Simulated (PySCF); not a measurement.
Worked example for azetidine: proton affinity at atom N3

Structure: `C1CNC1` (C3H7N). Non-hydrogen atoms are numbered in `[CH2:1]1[CH2:2][NH:3][CH2:4]1`. These are map numbers, not IUPAC locants.

Level of theory: ωB97X-D3(BJ)/def2-TZVP single points in PySCF, grid level 2; every species was optimised with PBE0-D3(BJ)/def2-SVP. Zero-point and thermal terms (298.15 K, 1 bar) come from unscaled PBE0-D3(BJ)/def2-SVP harmonic frequencies, with soft modes damped to free rotors in the entropy.

Step: `C1C[NH2+]C1` → `C1CNC1` + H⁺.

| species | charge | multiplicity | E / Eh |
| --- | --- | --- | --- |
| `C1C[NH2+]C1` | 1 | 1 | -173.765457 |
| `C1CNC1` | 0 | 1 | -173.390120 |

Thermal terms, products less reactant: Δ(H − E) = -33.43 kJ/mol, Δ(G − E) = -64.18 kJ/mol (the bare proton has no electronic energy, H = 5/2 RT). 1 Eh = 2625.50 kJ/mol.

Question: What are ΔE, ΔH and ΔG of this step?

Answer: ΔE = 0.375337 Eh = 985.45 kJ/mol; ΔH = 952.0 kJ/mol; ΔG = 921.3 kJ/mol, all in the gas phase at 298.15 K and 1 bar. The digits show the arithmetic; the method itself can be off by 10 kJ/mol or more.
